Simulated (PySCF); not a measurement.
Property card for `[H]/[C]=C\OCC` [radical]

Compound: C₄H₇O (doublet state).
Numbering: `[H]/[C:1]=[CH:2]\[O:3][CH2:4][CH3:5]` (hydrogens: H6 on C1; H7 on C2; H8, H9 on C4; H10, H11, H12 on C5)

GFN2-xTB geometry:

| Item | Value |
| --- | --- |
| Point group of the GFN2-xTB geometry | Cs |
| Rotational constants A, B, C of the GFN2-xTB geometry | 17.015, 2.931, 2.581 GHz |

UKS B3LYP, pcH-1 on C H O, non-relativistic, mean-field spin-orbit, GIAO (PySCF):

| Property | Result |
| --- | --- |
| Isotropic g value | 2.00215 |
| Principal g values | 2.00130, 2.00251, 2.00266 |
| Spin squared ⟨S²⟩ | 0.758 |
| Largest Mulliken spin population | 1.05 on C1 |
| Largest isotropic hyperfine couplings (means over sets of like nuclei) | 13C +317.7 (C1), 1H +84.4 (H7), 17O -27.7 (O3), 13C +23.1 (C2), 1H +7.7 (H6) MHz |

Monoisotopic mass from the formula: 71.0497 u.

⟨S²⟩ is 0.008 above the pure-spin value S(S + 1) = 0.75. With B = h/(8π²I), that is 505.379 GHz u Å² over I, the principal moments of inertia are 29.7, 172.4 and 195.8 u Å² (most abundant isotopes). At 9.50 GHz, hν = g·μB·B₀ (B₀ the magnetic field) puts the centre of the isotropic spectrum, to first order, at 339.0 mT. The rotational constants make it an asymmetric top with κ = (2B − A − C)/(A − C) = -0.95, nearer the prolate limit (−1). g_iso is shifted by about -160 ppm from the free-electron value 2.002319; the principal values span 0.0014.

One conformer (not necessarily the lowest) at the GFN2-xTB geometry, without solvent or vibrations. Hyperfine couplings depend on the geometry, which wasn't re-optimised at a DFT level. Couplings of like nuclei are plain means over topologically equivalent atoms, as if these changed places fast (by rotation of a methyl-like group, say); in this geometry the members of some sets differ.

For the EPR job (B3LYP), time: 19 s of wall time. Hardware: one thread, Arm Neoverse V2, no GPU, shared host.

The values belong to the conformer `[H]/[C:1]=[CH:2]\[O:3][CH2:4][CH3:5]`: C1–C2–O3–C4 0°, C2–O3–C4–C5 180°.
